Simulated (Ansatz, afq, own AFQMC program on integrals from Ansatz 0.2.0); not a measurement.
# Atomization energy of BN, triplet

```xyz
2

B     0.0000    0.0000    0.0000
N     0.0000    0.0000    1.3155
```

Atoms in their ground-state spins without spin–orbit coupling (mostly on UHF) minus the molecule (UHF), without zero-point energy. The geometry is a stationary point, not shown to be a minimum.

Basis cc-pVDZ. Only valence electrons are correlated. AFQMC by an in-house program on the Cholesky factors that Ansatz 0.2.0 writes for its CCSD(T) run. ph-AFQMC/CISD is guided by a CISD state made of CCSD amplitudes; releasing the constraint for a short imaginary time cuts its bias at the price of noise, slowly where states lie close. Free projection: walkers drawn from exp(T), propagated without any constraint. Its projection time is finite, and what remains of the start isn't in its error. Error bars are statistical, one sigma. The errors of all members are added in quadrature.

Full CI on the same integrals is exact in this basis and with this determinant's frozen core.

The best estimate is CCSD(T) at the basis-set limit (CBS: def2-TZVPP and def2-QZVPP, with their diffuse functions for anions and beside diffuse sets, CCSD(T) itself extrapolated) plus the step from CCSD(T) to full CI in cc-pVDZ. Rows without CBS are in cc-pVDZ, the functionals in def2-TZVP; B2PLYP and the wave-function rows carry a basis error of their own. Core correlation and relativity beyond core potentials are missing, and ± holds the sampling alone.

Cautions: BN (triplet): lower spins were not checked, raised T1 diagnostic (T1 0.045, weight of the determinant 0.88, largest double 0.10), the released energies are still falling, so no released level is given (meV from the phaseless value at times in 1/Eh: -10 ± 5 at 0.24, -19 ± 5 at 0.51, -22 ± 3 at 0.99, -35 ± 4 at 1.62, -39 ± 5 at 2.40), though the last usable value meets full CI within the noise, its ph-AFQMC/CISD value lies 36 ± 4 meV above full CI.

```json
{"level": "CCSD", "atomization energy (eV)": "3.521"}
{"level": "r2SCAN", "atomization energy (eV)": "4.891"}
{"level": "wB97M-V", "atomization energy (eV)": "4.672"}
```

Task: From these cheaper values, estimate the atomization energy at the level of the best estimate.

Result: 4.539 eV (best estimate, highest rung FCI).

```json
{"level": "HF", "atomization energy (eV)": "2.067", "error against the best estimate (eV)": "-2.472"}
{"level": "MP2", "atomization energy (eV)": "3.953", "error against the best estimate (eV)": "-0.586"}
{"level": "CCSD(T)", "atomization energy (eV)": "3.713", "error against the best estimate (eV)": "-0.826"}
{"level": "ph-AFQMC/CISD", "atomization energy (eV)": "3.732 ± 0.004", "error against the best estimate (eV)": "-0.807 ± 0.004"}
{"level": "free AFQMC", "atomization energy (eV)": "3.755 ± 0.008", "error against the best estimate (eV)": "-0.784 ± 0.008"}
{"level": "FCI", "atomization energy (eV)": "3.764", "error against the best estimate (eV)": "-0.775"}
{"level": "HF/CBS", "atomization energy (eV)": "2.294", "error against the best estimate (eV)": "-2.245"}
{"level": "MP2/CBS", "atomization energy (eV)": "4.700", "error against the best estimate (eV)": "0.161"}
{"level": "CCSD(T)/CBS", "atomization energy (eV)": "4.488", "error against the best estimate (eV)": "-0.051"}
{"level": "PBE", "atomization energy (eV)": "5.293", "error against the best estimate (eV)": "0.754"}
{"level": "PBE0", "atomization energy (eV)": "4.810", "error against the best estimate (eV)": "0.272"}
{"level": "B3LYP", "atomization energy (eV)": "4.818", "error against the best estimate (eV)": "0.280"}
{"level": "B2PLYP", "atomization energy (eV)": "4.681", "error against the best estimate (eV)": "0.142"}
```

Correlation beyond CCSD(T) adds 0.051 eV. Going to the basis-set limit adds 0.775 eV at CCSD(T). The perturbative (T) step is worth +0.192 eV. The functionals spread over 0.621 eV; wB97M-V and B2PLYP come nearest and PBE is 0.754 eV too high.

Best estimates are given only where the step beyond CCSD(T) is under 0.3 eV and no member's determinant is very poor (T1 over 0.05, or 0.07 for open shells, ⟨S²⟩ too high by 0.3, two states mixed), so the hardest cases are missing from such tables.

The functionals ran in a triple-zeta set and keep a basis error of their own, a few kJ/mol for each bond in atomization energies and more for double hybrids, so close places among them and the extrapolated levels can swap.

Free projections are given only where their last times agree within the noise and don't stop above the reference; a slow remainder of the start can still hide under it. Each member of a difference takes its own highest rung, so a best estimate needn't equal the limit plus the step of one row. A walk keeps the symmetry of its determinant, which the program's search chose and which needn't be the lowest solution, so a lower state of the same spin and another symmetry isn't excluded.
